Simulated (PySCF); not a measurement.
## Fluorine: a sound run and one with changed settings

Sound run: F [He] 2s2 2p5, F⁺ [He] 2s2 2p4. Computed with PySCF 2.14 in cc-pVDZ-DK, with scalar relativity by spin-free X2C-1e. In the sound run the correlated levels freeze 1s2. The sound run starts from symmetry-adapted Hartree-Fock orbitals and uses a fine grid where one is needed.

Changed run: basis STO-3G, all-electron and non-relativistic. This setting is unsound on purpose.

```tsv
species	method	sound run (hartree)	changed run (hartree)	converged
F	UHF	-99.46176	-97.98651	yes
F	LDA	-99.14589	-97.58873	yes
F	MN15	-99.75654	-97.84561	yes
F	MP2	-99.60248	-97.98651	yes
F⁺	UHF	-98.88758	-97.52349	yes
F⁺	LDA	-98.49921	-97.07786	yes
F⁺	MN15	-99.12014	-97.33201	yes
F⁺	MP2	-98.98616	-97.52349	yes
```

Ionisation energy of F:

| method | sound run (eV) | changed run (eV) |
| --- | --- | --- |
| UHF | 15.624 | 12.599 |
| LDA | 17.597 | 13.901 |
| MN15 | 17.318 | 13.976 |
| MP2 | 16.771 | 12.599 |
| SCS-MP2 | 16.730 | 12.599 |

A minimal basis cannot let orbitals breathe on ionisation and holds almost no correlation. The Hamiltonian changed with the basis, so the totals do not compare.

For comparison, NIST gives 17.423 eV between the lowest levels.
